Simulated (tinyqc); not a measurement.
Inside a calculation. Method: UKS/B3LYP (VWN-RPA form) in the sto-6g basis, for H2O+, spin multiplicity 2. One step of it, computed by the program tinyqc.

Task: Iteration 2: building the Kohn-Sham matrix. J_ij = sum D_kl (ij|kl) with D = D(alpha) + D(beta), K_ij = sum D_kl (ik|jl) for each spin; F = H + J - 0.2 K(s) + V_xc; E = tr D H + tr D J / 2 - 0.1 sum_s tr D(s) K(s) + E_xc + E_nn.

D(alpha) after iteration 1, order 1O 1s, 1O 2s, 1O 2px, 1O 2py, 1O 2pz, 2H 1s, 3H 1s:
```
[[1.057144, -0.257490, 0.000000, 0.000000, 0.045025, 0.017580, 0.017580],
 [-0.257490, 1.221250, 0.000000, 0.000000, -0.296487, -0.200721, -0.200721],
 [0.000000, 0.000000, 1.000000, 0.000000, 0.000000, 0.000000, 0.000000],
 [0.000000, 0.000000, 0.000000, 0.211304, 0.000000, 0.259105, -0.259105],
 [0.045025, -0.296487, 0.000000, 0.000000, 0.337361, 0.282682, 0.282682],
 [0.017580, -0.200721, 0.000000, 0.259105, 0.282682, 0.557042, -0.078397],
 [0.017580, -0.200721, 0.000000, -0.259105, 0.282682, -0.078397, 0.557042]]
```

D(beta) after iteration 1, order 1O 1s, 1O 2s, 1O 2px, 1O 2py, 1O 2pz, 2H 1s, 3H 1s:
```
[[1.056967, -0.257097, 0.000000, 0.000000, 0.047585, 0.018486, 0.018486],
 [-0.257097, 1.224968, 0.000000, 0.000000, -0.306208, -0.213928, -0.213928],
 [0.000000, 0.000000, 0.000000, 0.000000, 0.000000, 0.000000, 0.000000],
 [0.000000, 0.000000, 0.000000, 0.179139, 0.000000, 0.249211, -0.249211],
 [0.047585, -0.306208, 0.000000, 0.000000, 0.304074, 0.279532, 0.279532],
 [0.018486, -0.213928, 0.000000, 0.249211, 0.279532, 0.608741, -0.084646],
 [0.018486, -0.213928, 0.000000, -0.249211, 0.279532, -0.084646, 0.608741]]
```

core Hamiltonian H = T + V (hartree), order 1O 1s, 1O 2s, 1O 2px, 1O 2py, 1O 2pz, 2H 1s, 3H 1s:
```
[[-33.000335, -7.294450, 0.000000, 0.000000, -0.019302, -1.634359, -1.634359],
 [-7.294450, -9.215156, 0.000000, 0.000000, -0.217189, -3.535067, -3.535067],
 [0.000000, 0.000000, -7.448464, 0.000000, 0.000000, 0.000000, 0.000000],
 [0.000000, 0.000000, 0.000000, -7.589327, 0.000000, -1.914145, 1.914145],
 [-0.019302, -0.217189, 0.000000, 0.000000, -7.540381, -1.615949, -1.615949],
 [-1.634359, -3.535067, 0.000000, -1.914145, -1.615949, -4.953142, -1.513542],
 [-1.634359, -3.535067, 0.000000, 1.914145, -1.615949, -1.513542, -4.953142]]
```

Two-electron integrals (ij|kl) in chemists' order, unique and non-zero (hartree):
```
(11|11) 4.787491    (21|11) 0.675884    (21|21) 0.121505    (22|11) 1.117379
(22|21) 0.249212    (22|22) 0.817383    (31|31) 0.025762    (32|31) 0.039145
(32|32) 0.180664    (33|11) 1.117381    (33|21) 0.249212    (33|22) 0.817382
(33|33) 0.880663    (41|41) 0.025762    (42|41) 0.039145    (42|42) 0.180664
(43|43) 0.047461    (44|11) 1.117381    (44|21) 0.249212    (44|22) 0.817382
(44|33) 0.785741    (44|44) 0.880663    (51|51) 0.025762    (52|51) 0.039145
(52|52) 0.180664    (53|53) 0.047461    (54|54) 0.047461    (55|11) 1.117381
(55|21) 0.249212    (55|22) 0.817382    (55|33) 0.785741    (55|44) 0.785741
(55|55) 0.880663    (61|11) 0.160475    (61|21) 0.027645    (61|22) 0.055439
(61|33) 0.055319    (61|41) 0.001050    (61|42) 0.002049    (61|44) 0.055537
(61|51) 0.000848    (61|52) 0.001655    (61|54) 0.000176    (61|55) 0.055461
(61|61) 0.006411    (62|11) 0.381533    (62|21) 0.086243    (62|22) 0.312126
(62|33) 0.307004    (62|41) 0.005357    (62|42) 0.039143    (62|44) 0.316302
(62|51) 0.004327    (62|52) 0.031619    (62|54) 0.007511    (62|55) 0.313071
(62|61) 0.019715    (62|62) 0.146845    (63|31) 0.009692    (63|32) 0.054185
(63|43) 0.008117    (63|53) 0.006557    (63|63) 0.021042    (64|11) 0.211095
(64|21) 0.048404    (64|22) 0.186861    (64|33) 0.178387    (64|41) 0.012347
(64|42) 0.076455    (64|44) 0.200182    (64|51) 0.002145    (64|52) 0.017989
(64|54) 0.011049    (64|55) 0.182015    (64|61) 0.011585    (64|62) 0.106909
(64|64) 0.098088    (65|11) 0.170521    (65|21) 0.039100    (65|22) 0.150945
(65|33) 0.144099    (65|41) 0.002145    (65|42) 0.017989    (65|44) 0.148591
(65|51) 0.011424    (65|52) 0.068717    (65|54) 0.011746    (65|55) 0.160145
(65|61) 0.009358    (65|62) 0.086360    (65|64) 0.062237    (65|65) 0.071316
(66|11) 0.516812    (66|21) 0.118990    (66|22) 0.491562    (66|33) 0.471791
(66|41) 0.009811    (66|42) 0.097209    (66|44) 0.507684    (66|51) 0.007925
(66|52) 0.078525    (66|54) 0.028994    (66|55) 0.495212    (66|61) 0.027503
(66|62) 0.289659    (66|64) 0.240952    (66|65) 0.194639    (66|66) 0.774999
(71|11) 0.160475    (71|21) 0.027645    (71|22) 0.055439    (71|33) 0.055319
(71|41) -0.001050   (71|42) -0.002049   (71|44) 0.055537    (71|51) 0.000848
(71|52) 0.001655    (71|54) -0.000176   (71|55) 0.055461    (71|61) 0.006318
(71|62) 0.019074    (71|64) 0.010181    (71|65) 0.009051    (71|66) 0.026249
(71|71) 0.006411    (72|11) 0.381533    (72|21) 0.086243    (72|22) 0.312126
(72|33) 0.307004    (72|41) -0.005357   (72|42) -0.039143   (72|44) 0.316302
(72|51) 0.004327    (72|52) 0.031619    (72|54) -0.007511   (72|55) 0.313071
(72|61) 0.019074    (72|62) 0.120099    (72|64) 0.060058    (72|65) 0.068693
(72|66) 0.195468    (72|71) 0.019715    (72|72) 0.146845    (73|31) 0.009692
(73|32) 0.054185    (73|43) -0.008117   (73|53) 0.006557    (73|63) 0.016701
(73|73) 0.021042    (74|11) -0.211095   (74|21) -0.048404   (74|22) -0.186861
(74|33) -0.178387   (74|41) 0.012347    (74|42) 0.076455    (74|44) -0.200182
(74|51) -0.002145   (74|52) -0.017989   (74|54) 0.011049    (74|55) -0.182015
(74|61) -0.010181   (74|62) -0.060058   (74|64) -0.013775   (74|65) -0.033563
(74|66) -0.086097   (74|71) -0.011585   (74|72) -0.106909   (74|74) 0.098088
(75|11) 0.170521    (75|21) 0.039100    (75|22) 0.150945    (75|33) 0.144099
(75|41) -0.002145   (75|42) -0.017989   (75|44) 0.148591    (75|51) 0.011424
(75|52) 0.068717    (75|54) -0.011746   (75|55) 0.160145    (75|61) 0.009051
(75|62) 0.068693    (75|64) 0.033563    (75|65) 0.055375    (75|66) 0.122646
(75|71) 0.009358    (75|72) 0.086360    (75|74) -0.062237   (75|75) 0.071316
(76|11) 0.150562    (76|21) 0.034376    (76|22) 0.134596    (76|33) 0.131476
(76|44) 0.133993    (76|51) 0.002734    (76|52) 0.023545    (76|55) 0.138318
(76|61) 0.007780    (76|62) 0.063011    (76|64) 0.039500    (76|65) 0.041669
(76|66) 0.128323    (76|71) 0.007780    (76|72) 0.063011    (76|74) -0.039500
(76|75) 0.041669    (76|76) 0.033020    (77|11) 0.516812    (77|21) 0.118990
(77|22) 0.491562    (77|33) 0.471791    (77|41) -0.009811   (77|42) -0.097209
(77|44) 0.507684    (77|51) 0.007925    (77|52) 0.078525    (77|54) -0.028994
(77|55) 0.495212    (77|61) 0.026249    (77|62) 0.195468    (77|64) 0.086097
(77|65) 0.122646    (77|66) 0.337681    (77|71) 0.027503    (77|72) 0.289659
(77|74) -0.240952   (77|75) 0.194639    (77|76) 0.128323    (77|77) 0.774999
```

nuclear repulsion = 8.89735957 hartree

V_xc(alpha) (hartree), order 1O 1s, 1O 2s, 1O 2px, 1O 2py, 1O 2pz, 2H 1s, 3H 1s:
```
[[-2.504223, -0.297518, 0.000000, 0.000000, 0.003320, -0.073714, -0.073714],
 [-0.297518, -0.622714, 0.000000, 0.000000, 0.002653, -0.236586, -0.236586],
 [0.000000, 0.000000, -0.635907, 0.000000, 0.000000, 0.000000, 0.000000],
 [0.000000, 0.000000, 0.000000, -0.612634, 0.000000, -0.147240, 0.147240],
 [0.003320, 0.002653, 0.000000, 0.000000, -0.617825, -0.121214, -0.121214],
 [-0.073714, -0.236586, 0.000000, -0.147240, -0.121214, -0.426987, -0.099918],
 [-0.073714, -0.236586, 0.000000, 0.147240, -0.121214, -0.099918, -0.426987]]
```

V_xc(beta) (hartree), order 1O 1s, 1O 2s, 1O 2px, 1O 2py, 1O 2pz, 2H 1s, 3H 1s:
```
[[-2.492758, -0.289852, 0.000000, 0.000000, 0.003650, -0.072151, -0.072151],
 [-0.289852, -0.568263, 0.000000, 0.000000, 0.005106, -0.223426, -0.223426],
 [0.000000, 0.000000, -0.526017, 0.000000, 0.000000, 0.000000, 0.000000],
 [0.000000, 0.000000, 0.000000, -0.585281, 0.000000, -0.144472, 0.144472],
 [0.003650, 0.005106, 0.000000, 0.000000, -0.592118, -0.118837, -0.118837],
 [-0.072151, -0.223426, 0.000000, -0.144472, -0.118837, -0.426809, -0.096951],
 [-0.072151, -0.223426, 0.000000, 0.144472, -0.118837, -0.096951, -0.426809]]
```

E_xc = sum of w rho eps_xc = -6.91588911 hartree

Give: Coulomb J; exchange K(alpha); exchange K(beta); F(alpha); F(beta); total energy of this density.

Result:

Coulomb J (hartree), order 1O 1s, 1O 2s, 1O 2px, 1O 2py, 1O 2pz, 2H 1s, 3H 1s:
```
[[15.788, 2.733, 0.000, 0.000, -0.002, 0.629, 0.629],
 [2.733, 7.078, 0.000, 0.000, 0.104, 2.746, 2.746],
 [0.000, 0.000, 7.039, 0.000, 0.000, 0.000, 0.000],
 [0.000, 0.000, 0.000, 7.103, 0.000, 1.659, -1.659],
 [-0.002, 0.104, 0.000, 0.000, 7.091, 1.383, 1.383],
 [0.629, 2.746, 0.000, 1.659, 1.383, 4.613, 1.216],
 [0.629, 2.746, 0.000, -1.659, 1.383, 1.216, 4.613]]
```

exchange K(alpha) (hartree), order 1O 1s, 1O 2s, 1O 2px, 1O 2py, 1O 2pz, 2H 1s, 3H 1s:
```
[[4.899, 0.744, 0.000, 0.000, 0.004, 0.182, 0.182],
 [0.744, 1.255, 0.000, 0.000, -0.040, 0.525, 0.525],
 [0.000, 0.000, 1.128, 0.000, 0.000, 0.000, 0.000],
 [0.000, 0.000, 0.000, 0.748, 0.000, 0.323, -0.323],
 [0.004, -0.040, 0.000, 0.000, 0.792, 0.288, 0.288],
 [0.182, 0.525, 0.000, 0.323, 0.288, 0.719, 0.216],
 [0.182, 0.525, 0.000, -0.323, 0.288, 0.216, 0.719]]
```

exchange K(beta) (hartree), order 1O 1s, 1O 2s, 1O 2px, 1O 2py, 1O 2pz, 2H 1s, 3H 1s:
```
[[4.871, 0.702, 0.000, 0.000, 0.003, 0.172, 0.172],
 [0.702, 1.061, 0.000, 0.000, -0.049, 0.469, 0.469],
 [0.000, 0.000, 0.244, 0.000, 0.000, 0.000, 0.000],
 [0.000, 0.000, 0.000, 0.670, 0.000, 0.312, -0.312],
 [0.003, -0.049, 0.000, 0.000, 0.715, 0.277, 0.277],
 [0.172, 0.469, 0.000, 0.312, 0.277, 0.717, 0.201],
 [0.172, 0.469, 0.000, -0.312, 0.277, 0.201, 0.717]]
```

F(alpha) (hartree), order 1O 1s, 1O 2s, 1O 2px, 1O 2py, 1O 2pz, 2H 1s, 3H 1s:
```
[[-20.696, -5.007, 0.000, 0.000, -0.019, -1.116, -1.116],
 [-5.007, -3.011, 0.000, 0.000, -0.103, -1.131, -1.131],
 [0.000, 0.000, -1.271, 0.000, 0.000, 0.000, 0.000],
 [0.000, 0.000, 0.000, -1.248, 0.000, -0.468, 0.468],
 [-0.019, -0.103, 0.000, 0.000, -1.225, -0.412, -0.412],
 [-1.116, -1.131, 0.000, -0.468, -0.412, -0.911, -0.441],
 [-1.116, -1.131, 0.000, 0.468, -0.412, -0.441, -0.911]]
```

F(beta) (hartree), order 1O 1s, 1O 2s, 1O 2px, 1O 2py, 1O 2pz, 2H 1s, 3H 1s:
```
[[-20.679, -4.991, 0.000, 0.000, -0.018, -1.112, -1.112],
 [-4.991, -2.918, 0.000, 0.000, -0.099, -1.106, -1.106],
 [0.000, 0.000, -0.984, 0.000, 0.000, 0.000, 0.000],
 [0.000, 0.000, 0.000, -1.205, 0.000, -0.463, 0.463],
 [-0.018, -0.099, 0.000, 0.000, -1.184, -0.408, -0.408],
 [-1.112, -1.106, 0.000, -0.463, -0.408, -0.910, -0.435],
 [-1.112, -1.106, 0.000, 0.463, -0.408, -0.435, -0.910]]
```

total energy of this density = -75.16223 hartree
